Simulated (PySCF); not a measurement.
# LiCl (SMILES [Li][Cl]) at BHLYP/cc-pVTZ

What is the energy change on altering one bond length of LiCl at BHLYP/cc-pVTZ? The job is set up through a Python script.

The calculation is run with PySCF 2.14.0.

2 further runs of the same task are left out: 2 set aside as unsound or not needed.

### Step 1. The system as given

The species is LiCl (2 atoms), meant as a singlet with charge 0. As SMILES, `[Li][Cl]`. The shape is that of a PBE0-D4/def2-TZVP optimisation.

Bond lengths: Li1–Cl2 2.014 Å.

### Step 2. The energy at BHLYP/cc-pVTZ

The input, run.py:

```python
from pyscf import gto, dft

mol = gto.M(
    atom='''
Li       0.857060      -0.306110       0.430800
Cl      -0.857060       0.306110      -0.430800
''',
    verbose=3,
    basis='cc-pvtz',
    max_memory=1860,
)

mf = dft.RKS(mol)
mf.xc = 'bhandhlyp'
mf.conv_tol = 1e-10
mf.grids.level = 5
mf.kernel()
if not mf.converged:
    mf = mf.newton().run(mf.mo_coeff, mf.mo_occ)

e_final = mf.e_tot
print('E(%s) = %.9f' % ('BHLYP', e_final))
```

Started as:

```console
OMP_NUM_THREADS=1 python run.py
```

Standard output:

```text
converged SCF energy = -467.81892042934
E(BHLYP) = -467.818920429
```

Wall time 3.3 s (1 thread of Arm Neoverse V2, shared host); peak memory 0.3 GiB.

### Step 3. The distorted shape at the same level

The input, run.py:

```python
from pyscf import gto, dft

system = gto.M(
    atom='''
Li     2.228328    -0.795876     1.120066
Cl    -0.857060     0.306110    -0.430800
''',
    verbose=3,
    max_memory=1860,
    basis='cc-pvtz',
)

myscf = dft.RKS(system, xc='bhandhlyp')
myscf.conv_tol = 1e-10
myscf.grids.level = 5
myscf.kernel()
if not myscf.converged:
    myscf = myscf.newton().run(myscf.mo_coeff, myscf.mo_occ)

energy = myscf.e_tot
print('Final energy', energy)
```

Started as:

```console
OMP_NUM_THREADS=1 python run.py
```

Standard output:

```text
converged SCF energy = -467.726447179413
Final energy -467.72644717941284
```

It took 3.3 s on 1 thread of Arm Neoverse V2, shared host; peak memory 0.3 GiB.

### Step 4. What came out

Level: BHLYP/cc-pVTZ.

| quantity | value |
| --- | --- |
| first shape: total energy | -467.81892 Eh |
| first shape: dipole moment | 6.95 D |
| first shape: HOMO energy | -8.36 eV |
| first shape: LUMO energy | -1.12 eV |
| first shape: HOMO–LUMO gap | 7.23 eV |
| distorted shape: total energy | -467.72645 Eh |
| distorted shape: dipole moment | 14.42 D |
| distorted shape: HOMO energy | -6.32 eV |
| distorted shape: LUMO energy | -2.69 eV |
| distorted shape: HOMO–LUMO gap | 3.63 eV |
| energy change with the Li1–Cl2 bond stretched from 2.014 to 3.625 Å | 2.516 eV |

What this shows: With the Li1–Cl2 bond stretched from 2.014 to 3.625 Å the energy rises by 2.52 eV (58 kcal/mol). The first shape isn't relaxed at this level, so the change isn't measured from a minimum.
